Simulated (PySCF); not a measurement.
**O₂+: from the state search to spectroscopic constants**

One table from this session's results is given with a row withheld; the runs are named, their logs left out.

Program: PySCF 2.14.0. Level of theory: O 6-31G(d,p), no relativity. These are calculated values, not measurements.

The first run:

The job is set up so:

* atoms: O, O
* charge: 1
* basis: O 6-31G(d,p)
* Hamiltonian: no relativity
* basis functions: 28
* electrons treated: 15
* masses in u: 15.9949, 15.9949
* levels: PBE0, PBE, r²SCAN, BP86, B3LYP, MN15, ωB97X, HF, MP2, SCS-MP2, CCSD, CCSD(T)
* grid: 80 radial by 434 angular points
* occupations: held fixed by the projection of orbital angular momentum
* dissociation limit: O+ + O, each in its ground configuration
* starting distance in angstrom: 1.300
* values of 2S to try: 1, 3, 5

Run with:

```console
OMP_NUM_THREADS=1 python dia.py task.json out
```

Steps of the session up to this table: Input; First curve: PBE0; Higher solutions at PBE0; PBE (GGA); r²SCAN; BP86; B3LYP; MN15; ωB97X; UHF (mean field); MP2 and coupled cluster.

One of the session's tables, all rows but one given; the rest of the session is left out.

Energy (eV) from each level's lowest point:

| R (Å) | UHF | UHF-MP2 | UHF-SCS-MP2 | UHF-CCSD | UHF-CCSD(T) |
| --- | --- | --- | --- | --- | --- |
| 0.959 | 1.669 | 3.433 | 3.224 | n/a | n/a |
| 1.004 | 0.557 | 1.874 | 1.697 | 1.369 | 1.507 |
| 1.048 | ? | ? | ? | ? | ? |
| 1.082 | 0.000 | 0.456 | 0.345 | 0.159 | 0.230 |
| 1.115 | 0.132 | 0.186 | 0.106 | 0.005 | 0.042 |
| 1.148 | 0.416 | 0.046 | 0.000 | 0.000 | 0.000 |
| 1.193 | 0.972 | 0.000 | 0.002 | 0.165 | 0.111 |
| 1.249 | 1.858 | 0.076 | 0.145 | 0.559 | 0.431 |
| 1.316 | 3.086 | 0.244 | 0.401 | 1.195 | 0.968 |
| 1.405 | 4.835 | 0.431 | 0.721 | n/a | n/a |

Q: Estimate the row for R (Å) = 1.048 from the others.

Worked estimate for «UHF». A straight line through the neighbours (1.004, 0.557) and (1.082, 0.000) gives 0.557 + (0.000 − 0.557) × (1.048 − 1.004) / (1.082 − 1.004) = 0.243; a parabola fitted to 4 rows on both sides gives 0.045.

The run gave: UHF: 0.065; UHF-MP2: 0.904; UHF-SCS-MP2: 0.763; UHF-CCSD: 0.507; UHF-CCSD(T): 0.609. In «UHF» the line misses by +0.178 and the parabola by -0.020.

State 2 has its PBE0 minimum 3.57 eV higher. The other levels ran on the lowest alone.
